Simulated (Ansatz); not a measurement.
# As (model structure, started from the graphite type, P6₃/mmc, No. 194, 4 atoms in the cell)

Computed with PBEsol (Ansatz, a first-principles code, PAW).

Run with plane-wave cutoff 500 eV, 12×12×4 k mesh (along the axes of the cell as run), Fermi–Dirac smearing 0.05 eV, scalar-relativistic PAW data made under PBE.

Cell (relaxed at this level):

```cif
data_As4
_chemical_formula_sum 'As4'
_space_group_name_H-M_alt 'P 1'
_space_group_IT_number 1
_cell_length_a 4.40011
_cell_length_b 4.40011
_cell_length_c 5.40148
_cell_angle_alpha 90.000
_cell_angle_beta 90.000
_cell_angle_gamma 120.000
loop_
_space_group_symop_operation_xyz
  'x, y, z'
loop_
_atom_site_label
_atom_site_type_symbol
_atom_site_fract_x
_atom_site_fract_y
_atom_site_fract_z
_atom_site_occupancy
As1 As 0.00000 0.00000 0.25000 1
As2 As 0.00000 0.00000 0.75000 1
As3 As 0.33333 0.66667 0.25000 1
As4 As 0.66667 0.33333 0.75000 1
```

```json
{
 "band_gap": "none"
}
```

Note: the relaxation could raise the start's symmetry but not lower it, so the cell can be a saddle point.

Spin–orbit coupling is not included.

Computed values are for the static lattice.

A model structure was made by putting elements into a prototype or built by hand; it is no filed structure, need not be a known phase, and can be a saddle point held by its symmetry.
